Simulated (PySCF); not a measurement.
# PNOH: relaxation and vibrations of the doublet

The task is one start of a wider search on PNOH: the doublet, from a linear start. It is relaxed, tested by its Hessian and followed downhill if it is a saddle.

The runs use PySCF 2.14.0; PBE0, basis P def2-TZVP, N def2-TZVP, O def2-TZVP, H def2-TZVP, no relativity, density fitting.

## Step 1: The starting structure

4 atoms, charge 0, spin multiplicity 2.

Bond lengths: P1–N2 1.620 Å, P1–O3 1.740 Å, O3–H4 0.960 Å. Angles: N2–P1–O3 180.0°, P1–O3–H4 130.0°.

```xyz
4
charge 0 multiplicity 2
P     0.0000    0.0000    0.0000
N     0.0000    0.0000    1.6200
O     0.0000    0.0000   -1.7400
H     0.7354    0.0000   -2.3571
```

## Step 2: Finding the electronic state

One driver script runs all steps and calls PySCF; scf.py shows how it sets up the SCF of each step. The optimiser is the driver's own. After this first run the driver tries any further starts and a stability analysis.

File scf.py:

```python
from pyscf import gto, scf, dft
mol = gto.M(atom='''
P      0.000000     0.000000     0.000000
N      0.000000     0.000000     1.620000
O      0.000000     0.000000    -1.740000
H      0.735400     0.000000    -2.357100''',
    basis={'P': 'def2-TZVP', 'N': 'def2-TZVP', 'O': 'def2-TZVP', 'H': 'def2-TZVP'},
    charge=0, spin=1)
mf = dft.UKS(mol, xc='PBE0')
mf.grids.atom_grid = (50, 194)
aux = {'P': 'def2-universal-JKFIT', 'N': 'def2-universal-JKFIT', 'O': 'def2-universal-JKFIT', 'H': 'def2-universal-JKFIT'}
mf = mf.density_fit(auxbasis=aux)
mf.conv_tol = 1e-08
mf.diis_space = 10
mf.max_cycle = 60
mf.init_guess = 'minao'
mf.verbose = 4
mf.kernel()
```

The run is started by

```console
$ OMP_NUM_THREADS=4 python axn.py task.json out
```

The log of the run:

```text
init E= -471.686310965335
[... the frontier-level lines of each cycle are left out ...]
cycle= 1 E= -471.484017946433  delta_E= 0.202  |g|= 0.517  |ddm|= 1.72
cycle= 2 E= -471.037483894223  delta_E= 0.447  |g|= 1.09  |ddm|= 0.922
cycle= 3 E= -471.529666512355  delta_E= -0.492  |g|= 0.371  |ddm|= 0.748
cycle= 4 E= -471.591007618641  delta_E= -0.0613  |g|= 0.0797  |ddm|= 0.26
cycle= 5 E= -471.594064797992  delta_E= -0.00306  |g|= 0.0185  |ddm|= 0.0709
cycle= 6 E= -471.59429890959  delta_E= -0.000234  |g|= 0.00457  |ddm|= 0.0183
cycle= 7 E= -471.594350956918  delta_E= -5.2e-05  |g|= 0.00316  |ddm|= 0.011
cycle= 8 E= -471.594400906912  delta_E= -4.99e-05  |g|= 0.00228  |ddm|= 0.0096
cycle= 9 E= -471.594474138674  delta_E= -7.32e-05  |g|= 0.00161  |ddm|= 0.019
cycle= 10 E= -471.594525091054  delta_E= -5.1e-05  |g|= 0.000866  |ddm|= 0.0244
cycle= 11 E= -471.594531984378  delta_E= -6.89e-06  |g|= 0.000414  |ddm|= 0.00832
cycle= 12 E= -471.594533387033  delta_E= -1.4e-06  |g|= 0.000184  |ddm|= 0.00413
cycle= 13 E= -471.594533573264  delta_E= -1.86e-07  |g|= 9.84e-05  |ddm|= 0.0014
cycle= 14 E= -471.594533602868  delta_E= -2.96e-08  |g|= 3.61e-05  |ddm|= 0.000584
cycle= 15 E= -471.594533607984  delta_E= -5.12e-09  |g|= 1.96e-05  |ddm|= 0.000177
Extra cycle  E= -471.594533606593  delta_E= 1.39e-09  |g|= 6.44e-05  |ddm|= 6.3e-05
converged SCF energy = -471.594533606593  <S^2> = 0.79711538  2S+1 = 2.0465731
```

This step, with its further starts and checks, ran for 3.6 s (4 threads of Arm Neoverse V2, shared host).

No lower solution of this spin turned up in the test of internal stability.

## Step 3: Relaxing the doublet from the linear start

The program finds Cs symmetry in the start, which this walk keeps.

Changes to scf.py since step 2:

```diff
@@ -3,4 +3,4 @@
-P      0.000000     0.000000     0.000000
-N      0.000000     0.000000     1.620000
-O      0.000000     0.000000    -1.740000
-H      0.735400     0.000000    -2.357100''',
+P     -0.011958     0.000000     0.121358
+N     -0.011958     0.000000     1.741358
+O     -0.011958     0.000000    -1.618642
+H      0.723442     0.000000    -2.235742''',
@@ -16 +15,0 @@
-mf.init_guess = 'minao'
```

Energy and gradient, step by step:

| step | energy (Eh) | change (kJ/mol) | largest symmetric gradient (Eh/bohr) |
| --- | --- | --- | --- |
| 0 | -471.594534 | 0.00 | 0.09839 |
| 1 | -471.609570 | -39.48 | 0.05880 |
| 2 | -471.618355 | -62.54 | 0.03105 |
| 3 | -471.623462 | -75.95 | 0.10145 |
| 4 | -471.628783 | -89.92 | 0.08564 |
| 5 | -471.632741 | -100.31 | 0.06266 |
| 6 | -471.641770 | -124.02 | 0.03085 |
| 7 | -471.657353 | -164.93 | 0.02973 |
| 8 | -471.661731 | -176.43 | 0.02709 |
| 9 | -471.664701 | -184.22 | 0.01546 |
| 10 | -471.665645 | -186.70 | 0.01329 |
| 11 | -471.666203 | -188.17 | 0.00508 |
| 12 | -471.666370 | -188.61 | 0.00549 |
| 13 | -471.666387 | -188.65 | 0.00667 |
| 14 | -471.666429 | -188.76 | 0.00031 |
| 15 | -471.666430 | -188.76 | 0.00008 |

The walk took 21 s.

Positions (Å) and forces (eV/Å) along the way:

```
step 0
P   -0.012   0.000   0.121  -0.318   0.000   3.529
N   -0.012   0.000   1.741   0.286   0.000  -5.059
O   -0.012   0.000  -1.619  -0.562   0.000   1.471
H    0.723   0.000  -2.236   0.593   0.000   0.060
step 1
P   -0.045   0.000   0.134  -0.897   0.000  -3.024
N    0.025   0.000   1.597   0.639   0.000   2.246
O   -0.031   0.000  -1.562   0.228   0.000   0.376
H    0.739   0.000  -2.160   0.031   0.000   0.402
step 8
P   -0.619   0.000   0.020   0.636   0.000   1.393
N    0.439   0.000   1.201  -0.678   0.000  -1.180
O   -0.039   0.000  -1.465   0.974   0.000  -1.025
H    0.907   0.000  -1.747  -0.932   0.000   0.811
step 15
P   -0.658   0.000   0.008  -0.004   0.000  -0.004
N    0.511   0.000   1.039   0.003   0.000   0.004
O   -0.066   0.000  -1.500   0.001   0.000   0.000
H    0.900   0.000  -1.538   0.000   0.000  -0.001
```

It settles in Cs symmetry, 188.8 kJ/mol below the start, after 15 steps: O–H 0.967 Å, P–N 1.559 Å, P–O 1.620 Å; H–O–P 113.7°, N–P–O 110.0°.

## Step 4: Vibrations and properties at this point

On the finer grid the gradient is checked again; gradients at displacements of ±0.02 bohr then give force constants and infrared intensities.

Changes to scf.py since step 3:

```diff
@@ -3,4 +3,4 @@
-P     -0.011958     0.000000     0.121358
-N     -0.011958     0.000000     1.741358
-O     -0.011958     0.000000    -1.618642
-H      0.723442     0.000000    -2.235742''',
+P     -0.442522     0.000000     0.181375
+N      0.726622     0.000000     1.212237
+O      0.150109     0.000000    -1.326919
+H      1.116244     0.000000    -1.364551''',
@@ -10 +10 @@
-mf.grids.atom_grid = (50, 194)
+mf.grids.atom_grid = (75, 302)
@@ -13 +13 @@
-mf.conv_tol = 1e-08
+mf.conv_tol = 1e-10
```

This SCF starts from the last density.

SCF at the final geometry:

```text
init E= -471.666418605352
[... the frontier-level lines of each cycle are left out ...]
cycle= 1 E= -471.666418605351  delta_E= 1.25e-12  |g|= 4.49e-07  |ddm|= 5.62e-07
Extra cycle  E= -471.666418605352  delta_E= -4.55e-13  |g|= 9.61e-07  |ddm|= 9.05e-07
converged SCF energy = -471.666418605352  <S^2> = 0.76425011  2S+1 = 2.0141997
```

The whole step took 42 s.

Geometry: Cs; O–H 0.967 Å, P–N 1.559 Å, P–O 1.621 Å; H–O–P 113.7°, N–P–O 110.0°.

Harmonic modes (main isotopes):

```tsv
symmetry	ω (cm⁻¹)	IR (km/mol)	μ (u)
a'	289	57.8	7.25
a''	469	132	1.19
a'	845	176	13.81
a'	978	21.6	1.15
a'	1106	3.0	15.80
a'	3793	82.4	1.07
```

No imaginary mode, so this is a minimum.

Properties at this point:

```
Dipole moment                                                   : 1.91 D
Highest occupied level                                          : -8.42 eV
Lowest empty level                                              : -3.92 eV
Rotational constants                                            : 1.173, 0.3221, 0.2527 cm⁻¹
Zero-point energy                                               : 44.7 kJ/mol
Principal polarisabilities                                      : 22.5, 29.5, 40.5 bohr³
Atomisation energy without zero-point energy                    : 1228 kJ/mol
Principal traceless quadrupole moments about the centre of mass : -8.48, 1.40, 7.08 D Å
Entropy at 298.15 K and 1 bar (electronic part: spin only)      : 270.3 J/(mol K)
Heat capacity Cp at 298.15 K                                    : 51.1 J/(mol K)
Enthalpy at 298.15 K above 0 K                                  : 12.05 kJ/mol
Rotational symmetry number                                      : 1
Spin squared ⟨S²⟩                                               : 0.764
```

Charges (e) and bond orders:

```csv
atom,Mulliken,Löwdin,polar tensor,spin (Mulliken),Mayer order to P1
P1,0.42,0.31,0.66,0.02,–
N2,-0.32,-0.30,-0.32,0.92,2.07
O3,-0.44,-0.17,-0.62,0.05,1.13
H4,0.34,0.17,0.28,0.01,0.05
```

Mulliken populations on P1: s 5.76, p 8.38, d 0.38, f 0.05.

## Step 5: Outcome

| quantity | value |
| --- | --- |
| minimum | doublet, Cs |
| geometry | O–H 0.967 Å, P–N 1.559 Å, P–O 1.621 Å; H–O–P 113.7°, N–P–O 110.0° |
| wavenumbers (cm⁻¹) | 289 (a'), 469 (a''), 845 (a'), 978 (a'), 1106 (a'), 3793 (a') |
| dipole moment | 1.91 D |
| highest occupied, lowest empty level (either spin) | -8.42, -3.92 eV |
| polar-tensor charge of P1 | +0.66 e |
| zero-point energy | 44.7 kJ/mol |
| entropy at 298.15 K | 270.3 J/(mol K) |
| atomisation energy (no zero-point energy) | 1228 kJ/mol |
| ⟨S²⟩ | 0.764 |

The molecule stays Cs, as typed, and the end point is a minimum. The strongest infrared band lies at 845 cm⁻¹ (a'). Most of the spin sits on N2 (Mulliken spin 0.92, against 1 for the whole molecule). Other starts or spin states, not run here, may lie lower.

The search up to here took 67 s.
